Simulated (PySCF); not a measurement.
C₂H₂N₂O.
SMILES with atom numbers: `[cH:1]1[n:2][cH:3][o:4][n:5]1` (hydrogens: H6 on C1; H7 on C3)

The calculation used PBE0-D3(BJ)/def2-SVP geometry optimisation, gas phase in PySCF 2.14.0.

Give the optimised bond lengths and angles.

| bond | length (pm) | order |
| --- | --- | --- |
| C1–N2 | 136.7 | aromatic |
| N2–C3 | 129.2 | aromatic |
| C3–O4 | 132.7 | aromatic |
| O4–N5 | 136.9 | aromatic |
| C1–N5 | 130.3 | aromatic |
| C1–H6 | 109.0 | single |
| C3–H7 | 109.0 | single |

Orders are formal, as drawn. A selection of angles:
| angle | degrees |
| --- | --- |
| N2–C1–N5 | 114.6 |
| N2–C1–H6 | 123.9 |
| N5–C1–H6 | 121.4 |
| C1–N2–C3 | 101.4 |
| N2–C3–O4 | 113.6 |
| N2–C3–H7 | 128.9 |
| O4–C3–H7 | 117.5 |
| C3–O4–N5 | 107.0 |
| C1–N5–O4 | 103.4 |

The 5 heavy atoms lie in one plane (0.000 Å rms). N2 (pyridine-type nitrogen) is bent (angle 101.4°). The 5-membered ring C1–N2–C3–O4–N5 has internal angles of 101.4° to 114.6° (sum 540°, against 540° for a flat polygon); it is planar, 0.00 Å rms from its mean plane, widest ring torsion 0°. The 3 C–N bonds span 1.292 Å (N2–C3, aromatic) to 1.367 Å (C1–N2, aromatic), a spread of 0.075 Å.

Point group: Cs (tolerance 0.08 Å). PBE0-D3(BJ)/def2-SVP frequencies: not computed here.

The run took 34 s on an AMD EPYC 7R43 with one thread, no GPU (shared host), and the process peaked at 0.33 GiB of memory. This is the geometry optimisation.
